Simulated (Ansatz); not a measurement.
in.yaml

```yaml
crystal:
  periodic: [false, false, false]
  atoms:
    - {symbol: P, position_ang: [0.000000, -0.439635, 1.712071]}
    - {symbol: Si, position_ang: [0.000000, 0.841866, 0.028977]}
    - {symbol: P, position_ang: [0.000000, -0.342749, -1.826264]}
    - {symbol: H, position_ang: [0.000000, 0.584513, 2.701693]}
basis:
  gaussian: {orbitals: "6-31G*"}
magnetization: {spin_polarized: true, initial_magnetization: 1}
hamiltonian: {xc: hf}
output: {forces: true, orbitals: {seedname: orbitals}}
```

```sh
$ ansatz run in.yaml --threads 1 --pin off --events-out ev --progress --plain --max-ram 2393MiB
```

Output:

```
528 factors; integrals over basis functions are off by at most 7.6e-4 eV
mean field evaluation 1: about -26415.8832 eV, gradient 9.9e0 eV
mean field evaluation 2: about -26415.9297 eV, gradient 9.9e0 eV
mean field evaluation 4: about -26417.3615 eV, gradient 2.6e0 eV
mean field evaluation 8: about -26417.6890 eV, gradient 1.3e0 eV
mean field evaluation 16: about -26418.9851 eV, gradient 3.8e-2 eV
mean field evaluation 32: about -26418.1573 eV, gradient 9.1e-3 eV
mean field evaluation 64: about -26417.1749 eV, gradient 2.1e0 eV
mean field evaluation 96: about -26416.8865 eV, gradient 1.6e0 eV
mean field evaluation 128: about -26418.3134 eV, gradient 1.3e-2 eV
mean field evaluation 160: about -26418.1868 eV, gradient 2.8e0 eV
mean field evaluation 192: about -26417.6347 eV, gradient 1.3e0 eV
mean field evaluation 224: about -26417.7039 eV, gradient 7.7e-5 eV
mean field evaluation 256: about -26413.2801 eV, gradient 6.5e0 eV
mean field -26418.98516125 eV, -970.8797972447 hartree, gradient 2.2e-5 eV, S^2 2.113559; 12 other end points of the search recorded, 0 dependent functions left out
the calculation of the forces begins
reference -26418.98516125 eV, -970.8797972447 hartree; 23, 22 occupied and 36, 37 virtual orbitals, 528 factors
Total energy: -26418.98516125 eV, -970.8797972447 hartree
Atom 0 at     0.000000    -0.439635     1.712071 Å, force    -0.000000    -0.012885     1.297182 eV/Å
Atom 1 at     0.000000     0.841866     0.028977 Å, force     0.000000    -0.196884    -1.273749 eV/Å
Atom 2 at     0.000000    -0.342749    -1.826264 Å, force    -0.000000     0.517538     0.159734 eV/Å
Atom 3 at     0.000000     0.584513     2.701693 Å, force    -0.000000    -0.307770    -0.183167 eV/Å
Dipole moment:     0.000000     0.310528     0.131887 e Å
```

Forces (eV/Å):
```
P    0.000 -0.013  1.297
Si   0.000 -0.197 -1.274
P    0.000  0.518  0.160
H    0.000 -0.308 -0.183
```

Ran on 1 thread of Arm Neoverse V2, shared host: 4.1 s wall, 0.12 GiB peak host memory.
